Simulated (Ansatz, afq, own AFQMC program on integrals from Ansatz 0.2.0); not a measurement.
Where AFQMC and coupled cluster stand for Al2, singlet

```csv
atom,x (Å),y (Å),z (Å)
Al,0.0000,0.0000,0.0000
Al,0.0000,0.0000,4.7910
```

Basis cc-pVDZ. Noble-gas cores (and the filled d shells of Ga–Kr and In–Xe) are frozen. Ansatz 0.2.0 and our own AFQMC program on the same integrals; the CISD trial comes from CCSD amplitudes, and released means the phaseless constraint is let go. Error bars are statistical, one sigma.

Determinant: RHF, the one that the program's search chose, which needn't be the lowest solution. The geometry is a point of a scan.

Full CI on the same integrals is exact in this basis and with this determinant's frozen core.

Cautions: another spin lies lower; restricted determinant unstable towards unrestricted (UHF 1.25 eV lower, ⟨S²⟩ 1.03); strong correlation (T1 0.038, weight of the determinant 0.73, largest double 0.45); (T) is large, 7 % of the CCSD correlation; the CCSD(T) amplitudes may be one of several solutions (largest double 0.45); the CCSDT(Q) amplitudes may be one of several solutions (largest double 0.55); the CCSDTQ amplitudes may be one of several solutions (largest double 0.55); the released energies are still falling, so no released level is given (meV from the phaseless value at times in 1/Eh: -10 ± 7 at 0.24, -18 ± 6 at 0.51, -26 ± 5 at 0.99, -38 ± 4 at 1.62, -52 ± 6 at 2.40).

The T1 diagnostic is 0.0376. The weight of the determinant in the CISD state is 0.726 and the size of the correlated space is 6 electrons in 26 orbitals.

```
  level  correlation energy (eV)
    MP2                  -2.4145
   CCSD                  -3.6497
CCSD(T)                  -3.9024
```

Q: Estimate where full CI lies against CCSD(T) on the same integrals.

A: 7.8 kJ/mol below CCSD(T).

Reference: full CI, correlation energy -3.984 eV. The cautions show a poor starting determinant, so the rows tell how each method copes with it here, and full CI is the sure value.

| level | E − E(reference) (kJ/mol) | share of correlation (%) |
| --- | --- | --- |
| CCSD(T) | 7.8 | 97.96 |
| CCSDT | 2.4 | 99.38 |
| CCSDT(Q) | 0.6 | 99.85 |
| CCSDTQ | 0.1 | 99.96 |
| ph-AFQMC/CISD | 12.1 ± 0.7 | 96.84 |

CCSDT and higher add their correlation energy to the determinant of the CCSD(T) run, since their own runs factorise the integrals more tightly (a shift of under 2 meV). A walk keeps the symmetry of its determinant, which the program's search chose and which needn't be the lowest solution, so a lower state of the same spin and another symmetry isn't excluded.
